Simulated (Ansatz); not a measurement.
Compare A (`C#CCOC`) with its isomer B (`C#COCC`).

Gas-phase electronic energies from Ansatz, PBE0-D4/def2-TZVP geometries. CCSD(T)/CBS is the MP2 limit (def2-TZVPP, def2-QZVPP) plus CCSD(T) − MP2 in def2-TZVPP, frozen cores. Functionals use def2-TZVPP. B3LYP here is the variant with VWN-RPA as its local correlation; programs differ in this. One conformer a species, not always the lowest.

**Question.** Which is lower in electronic energy at CCSD(T)/CBS, and by how much? (An estimate is asked.)

**Answer.** The calculation gave: A, by 2.2 kcal/mol.

**Question.** Give E(B) − E(A) in kcal/mol with B2PLYP, PBE-D4, r2SCAN-D4, PBE0-D4, B3LYP, HF/def2-TZVPP, MP2/def2-TZVPP. (Best estimate.)

**Answer.** Ansatz gave: B2PLYP 1.1, PBE-D4 -0.1, r2SCAN-D4 0.2, PBE0-D4 0.1, B3LYP 0.3, HF/def2-TZVPP 1.3, MP2/def2-TZVPP 2.0. The order is the other way round with PBE-D4.

Largest T1 diagnostic: 0.012.

In def2-TZVPP, CCSD(T) changes the Hartree–Fock value by +0.9 kcal/mol (the triples alone add −0.0 kcal/mol) and MP2 by +0.7 kcal/mol.
